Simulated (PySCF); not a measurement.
Record of a relaxation.

Compound: C5H7N.
Numbering: `[CH2:1]=[C:2]=[CH:3]/[CH:4]=[N:5]/[CH3:6]` (hydrogens: H7, H8 on C1; H9 on C3; H10 on C4; H11, H12, H13 on C6)

Computed by this run: PBE0-D3(BJ)/def2-SVP geometry optimisation, gas phase in PySCF; density fitting, grid level 1; the optimiser is geomeTRIC in internal coordinates, started from a GFN2-xTB structure. 13 of its 15 geometries are shown. The frame can shift and turn from step to step; on so coarse a grid that alone can change the energy by a few meV, and forces under 0.02 eV/Å are noise.

Step 0: E = -6773.7544 eV, largest atomic force 0.644 eV/Å
```
atom  x, y, z in Å  |  force x, y, z in eV/Å
C1     -3.169    0.376   -0.079   -0.413   0.194  -0.054
C2     -2.019   -0.191    0.073    0.186  -0.130   0.037
C3     -0.847   -0.748    0.223    0.092   0.005  -0.002
C4      0.399   -0.044    0.006    0.143   0.105  -0.038
N5      1.501   -0.640    0.170    0.177  -0.375   0.114
C6      2.734    0.060   -0.045   -0.376  -0.204   0.060
H7     -3.669    0.878    0.735   -0.239   0.284   0.526
H8     -3.688    0.368   -1.025   -0.252  -0.040  -0.591
H9     -0.758   -1.783    0.523    0.028  -0.513   0.149
H10     0.314    1.009   -0.301    0.009   0.321  -0.093
H11     3.553   -0.634    0.140    0.426  -0.041   0.004
H12     2.833    0.915    0.630    0.113   0.273   0.219
H13     2.810    0.435   -1.070    0.106   0.121  -0.332
```

Step 1: E = -6773.8051 eV, largest atomic force 0.119 eV/Å
```
atom  x, y, z in Å  |  force x, y, z in eV/Å
C1     -3.141    0.365   -0.173   -0.068   0.041  -0.012
C2     -1.979   -0.209   -0.017    0.004   0.004  -0.002
C3     -0.805   -0.781    0.140    0.030  -0.110   0.032
C4      0.466   -0.095   -0.073    0.021   0.073  -0.023
N5      1.571   -0.695    0.103   -0.053  -0.035   0.015
C6      2.788    0.041   -0.121    0.087   0.042  -0.018
H7     -3.639    0.877    0.659    0.016  -0.015  -0.028
H8     -3.657    0.351   -1.141    0.016  -0.001   0.032
H9     -0.735   -1.833    0.449   -0.015   0.042  -0.010
H10     0.397    0.967   -0.393    0.004  -0.030   0.006
H11     3.662   -0.608    0.037   -0.029   0.015  -0.006
H12     2.882    0.900    0.569   -0.005  -0.024  -0.018
H13     2.850    0.440   -1.151   -0.009  -0.002   0.032
```

Step 2: E = -6773.8056 eV, largest atomic force 0.059 eV/Å
```
atom  x, y, z in Å  |  force x, y, z in eV/Å
C1     -3.130    0.372   -0.177    0.002   0.007  -0.004
C2     -1.975   -0.213   -0.015   -0.043  -0.037   0.012
C3     -0.805   -0.796    0.148    0.002   0.042  -0.017
C4      0.463   -0.104   -0.071    0.036  -0.027  -0.012
N5      1.571   -0.699    0.102   -0.004  -0.002   0.037
C6      2.783    0.046   -0.123    0.025   0.012  -0.024
H7     -3.625    0.893    0.650    0.003   0.001   0.001
H8     -3.644    0.357   -1.145    0.002   0.000  -0.001
H9     -0.739   -1.845    0.460   -0.004   0.015  -0.002
H10     0.388    0.956   -0.393   -0.006  -0.004   0.006
H11     3.661   -0.600    0.024   -0.005  -0.003  -0.003
H12     2.877    0.897    0.575   -0.003  -0.010   0.005
H13     2.837    0.456   -1.148   -0.003   0.008   0.002
```

Step 4: E = -6773.8069 eV, largest atomic force 0.111 eV/Å
```
atom  x, y, z in Å  |  force x, y, z in eV/Å
C1     -3.140    0.366   -0.186    0.050  -0.026   0.011
C2     -1.981   -0.211   -0.014    0.053   0.031  -0.013
C3     -0.805   -0.779    0.155   -0.050   0.053  -0.008
C4      0.468   -0.094   -0.069   -0.081  -0.073  -0.017
N5      1.570   -0.698    0.107    0.059   0.065   0.029
C6      2.789    0.039   -0.123   -0.063  -0.036  -0.013
H7     -3.637    0.895    0.634   -0.017   0.011   0.021
H8     -3.652    0.335   -1.153   -0.013   0.000  -0.025
H9     -0.739   -1.823    0.480    0.017  -0.051   0.015
H10     0.399    0.964   -0.397    0.008   0.019  -0.010
H11     3.659   -0.622   -0.013    0.024  -0.015  -0.004
H12     2.904    0.865    0.601    0.012   0.004   0.030
H13     2.825    0.483   -1.133    0.001   0.018  -0.017
```

Step 5: E = -6773.8141 eV, largest atomic force 0.339 eV/Å
```
atom  x, y, z in Å  |  force x, y, z in eV/Å
C1     -3.148    0.358   -0.216    0.065  -0.058   0.032
C2     -1.989   -0.208   -0.010    0.170   0.149  -0.060
C3     -0.804   -0.750    0.184   -0.132   0.023   0.019
C4      0.473   -0.079   -0.066   -0.262  -0.185  -0.010
N5      1.566   -0.697    0.125    0.230   0.249   0.014
C6      2.794    0.028   -0.122   -0.233  -0.144   0.009
H7     -3.649    0.924    0.576   -0.037   0.018   0.022
H8     -3.654    0.277   -1.183   -0.029   0.001  -0.030
H9     -0.738   -1.775    0.560    0.056  -0.105   0.028
H10     0.411    0.967   -0.426    0.048   0.025  -0.041
H11     3.641   -0.669   -0.150    0.062  -0.015  -0.025
H12     2.984    0.751    0.688    0.053   0.000   0.064
H13     2.774    0.592   -1.071    0.008   0.043  -0.022
```

Step 6: E = -6773.8171 eV, largest atomic force 0.261 eV/Å
```
atom  x, y, z in Å  |  force x, y, z in eV/Å
C1     -3.087    0.400   -0.231    0.021  -0.030   0.005
C2     -1.963   -0.224   -0.002   -0.161  -0.067   0.041
C3     -0.817   -0.833    0.220    0.156   0.005  -0.036
C4      0.453   -0.164   -0.055    0.198   0.106  -0.133
N5      1.582   -0.717    0.124   -0.055   0.000   0.236
C6      2.767    0.067   -0.128   -0.147  -0.121  -0.074
H7     -3.572    1.006    0.543    0.013   0.003   0.000
H8     -3.586    0.328   -1.204   -0.002   0.004  -0.001
H9     -0.775   -1.855    0.615   -0.018   0.039  -0.021
H10     0.361    0.873   -0.439   -0.029   0.043  -0.019
H11     3.643   -0.592   -0.216    0.011   0.002  -0.025
H12     2.960    0.757    0.712    0.014  -0.044   0.029
H13     2.695    0.675   -1.048    0.000   0.061   0.001
```

Step 7: E = -6773.8274 eV, largest atomic force 0.224 eV/Å
```
atom  x, y, z in Å  |  force x, y, z in eV/Å
C1     -3.116    0.376   -0.224   -0.020  -0.005  -0.004
C2     -1.972   -0.213   -0.005   -0.078  -0.031   0.023
C3     -0.807   -0.789    0.208   -0.015   0.048  -0.040
C4      0.457   -0.114   -0.073    0.054  -0.106  -0.067
N5      1.567   -0.698    0.124    0.070   0.111   0.181
C6      2.777    0.045   -0.121   -0.045  -0.058  -0.089
H7     -3.608    0.972    0.552    0.012  -0.003  -0.007
H8     -3.624    0.285   -1.191    0.003   0.004   0.010
H9     -0.745   -1.809    0.609    0.004   0.045  -0.023
H10     0.379    0.922   -0.467    0.002  -0.018   0.004
H11     3.631   -0.641   -0.213   -0.003   0.008  -0.027
H12     2.992    0.720    0.727    0.016  -0.046   0.017
H13     2.729    0.665   -1.036    0.001   0.051   0.022
```

Step 8: E = -6773.8390 eV, largest atomic force 0.265 eV/Å
```
atom  x, y, z in Å  |  force x, y, z in eV/Å
C1     -3.160    0.348   -0.226   -0.056   0.019  -0.007
C2     -1.993   -0.194   -0.012    0.182   0.103  -0.046
C3     -0.808   -0.728    0.201    0.012  -0.220   0.110
C4      0.474   -0.085   -0.080   -0.088   0.143  -0.206
N5      1.574   -0.678    0.146   -0.084   0.000   0.181
C6      2.796    0.028   -0.115    0.066   0.036  -0.084
H7     -3.660    0.945    0.546    0.004  -0.013  -0.010
H8     -3.680    0.221   -1.183    0.011   0.000   0.021
H9     -0.736   -1.737    0.624   -0.021  -0.026   0.008
H10     0.420    0.939   -0.508    0.016  -0.023   0.003
H11     3.622   -0.681   -0.273   -0.033   0.000  -0.027
H12     3.070    0.644    0.760    0.013  -0.051   0.009
H13     2.743    0.702   -0.992   -0.022   0.033   0.049
```

Step 9: E = -6773.8669 eV, largest atomic force 0.271 eV/Å
```
atom  x, y, z in Å  |  force x, y, z in eV/Å
C1     -3.168    0.332   -0.237   -0.066   0.048  -0.014
C2     -1.992   -0.186   -0.011    0.134   0.041  -0.034
C3     -0.804   -0.706    0.220   -0.025  -0.143   0.092
C4      0.472   -0.069   -0.093   -0.066   0.052  -0.210
N5      1.567   -0.653    0.171   -0.100  -0.015   0.167
C6      2.793    0.025   -0.110    0.218   0.144  -0.074
H7     -3.665    0.959    0.512    0.003  -0.015  -0.011
H8     -3.697    0.159   -1.182    0.021  -0.002   0.023
H9     -0.723   -1.694    0.689   -0.035  -0.005   0.005
H10     0.423    0.928   -0.582    0.011  -0.040   0.039
H11     3.574   -0.693   -0.408   -0.057  -0.011  -0.029
H12     3.162    0.511    0.811    0.009  -0.051  -0.007
H13     2.719    0.808   -0.893   -0.047  -0.002   0.054
```

Step 10: E = -6773.8958 eV, largest atomic force 0.326 eV/Å
```
atom  x, y, z in Å  |  force x, y, z in eV/Å
C1     -3.149    0.330   -0.264   -0.011   0.046  -0.017
C2     -1.979   -0.188   -0.004   -0.057  -0.076   0.033
C3     -0.805   -0.717    0.268    0.009   0.065  -0.051
C4      0.463   -0.084   -0.091    0.029  -0.075  -0.070
N5      1.568   -0.629    0.212   -0.140  -0.042   0.089
C6      2.780    0.044   -0.111    0.284   0.157   0.032
H7     -3.642    1.006    0.443    0.008  -0.004   0.006
H8     -3.676    0.108   -1.198    0.011  -0.008  -0.004
H9     -0.730   -1.676    0.795   -0.024   0.012  -0.003
H10     0.405    0.878   -0.643   -0.024   0.000   0.058
H11     3.472   -0.639   -0.631   -0.043  -0.010  -0.046
H12     3.293    0.321    0.828    0.011  -0.002  -0.034
H13     2.662    0.967   -0.718   -0.053  -0.064   0.006
```

Step 12: E = -6773.9030 eV, largest atomic force 0.042 eV/Å
```
atom  x, y, z in Å  |  force x, y, z in eV/Å
C1     -3.144    0.322   -0.285    0.003   0.017  -0.004
C2     -1.981   -0.194    0.004    0.008  -0.015   0.001
C3     -0.806   -0.713    0.296    0.005  -0.029  -0.014
C4      0.465   -0.087   -0.061    0.002   0.037   0.007
N5      1.574   -0.617    0.256   -0.019  -0.015   0.034
C6      2.783    0.054   -0.112    0.029   0.008  -0.027
H7     -3.648    1.009    0.405    0.000   0.000  -0.002
H8     -3.654    0.085   -1.225    0.002  -0.004   0.003
H9     -0.742   -1.665    0.837   -0.002  -0.003   0.007
H10     0.402    0.872   -0.616   -0.001   0.010   0.012
H11     3.383   -0.600   -0.767    0.004   0.001  -0.006
H12     3.401    0.231    0.785   -0.033  -0.007   0.000
H13     2.628    1.023   -0.628    0.003  -0.001  -0.013
```

Step 13: E = -6773.9036 eV, largest atomic force 0.032 eV/Å
```
atom  x, y, z in Å  |  force x, y, z in eV/Å
C1     -3.137    0.327   -0.286    0.007   0.004  -0.005
C2     -1.978   -0.199    0.006   -0.013  -0.013   0.011
C3     -0.806   -0.723    0.298    0.002   0.008  -0.009
C4      0.464   -0.089   -0.051   -0.003  -0.001   0.004
N5      1.574   -0.622    0.254    0.020   0.012   0.005
C6      2.780    0.056   -0.118   -0.021  -0.016  -0.019
H7     -3.643    1.009    0.407    0.003   0.000   0.003
H8     -3.641    0.100   -1.232   -0.002  -0.001  -0.003
H9     -0.743   -1.681    0.829    0.003   0.000   0.003
H10     0.396    0.878   -0.592    0.002   0.003  -0.001
H11     3.396   -0.607   -0.748    0.006   0.001   0.002
H12     3.382    0.265    0.783   -0.005  -0.008   0.009
H13     2.618    1.008   -0.662    0.002   0.011  -0.001
```

Step 14: E = -6773.9037 eV, largest atomic force under 0.02 eV/Å
```
atom  x, y, z in Å  |  force x, y, z in eV/Å
C1     -3.138    0.325   -0.286    0.001   0.006  -0.002
C2     -1.979   -0.199    0.007    0.000  -0.010   0.003
C3     -0.806   -0.721    0.300    0.001   0.004   0.004
C4      0.463   -0.086   -0.050   -0.003  -0.001  -0.007
N5      1.574   -0.620    0.253   -0.003  -0.002  -0.009
C6      2.780    0.055   -0.120    0.002   0.002   0.005
H7     -3.644    1.007    0.406   -0.002  -0.001   0.000
H8     -3.643    0.096   -1.231    0.001   0.001   0.001
H9     -0.741   -1.677    0.832    0.001   0.001   0.001
H10     0.396    0.881   -0.592    0.000   0.000   0.003
H11     3.393   -0.607   -0.754   -0.002   0.000   0.001
H12     3.383    0.256    0.781    0.005   0.002  -0.001
H13     2.622    1.011   -0.659   -0.002  -0.002   0.001
```

Task: Summarise the path.

Result: The energy falls by 3.44 kcal/mol from step 0 to step 14; nine tenths of that is first reached at step 10. It falls at every step. The largest force goes from 0.644 to under 0.02 eV/Å. Among the bonds C1–H8 changes most (a near tie, within 0.001 Å, with another), from 1.079 to 1.096 Å; the atoms move by 0.442 Å rms after alignment.

The cost below is that of the whole optimisation. Time: 85 s wall; peak memory 0.52 GiB. Hardware: one thread, Arm Neoverse N1 (aarch64), shared host.
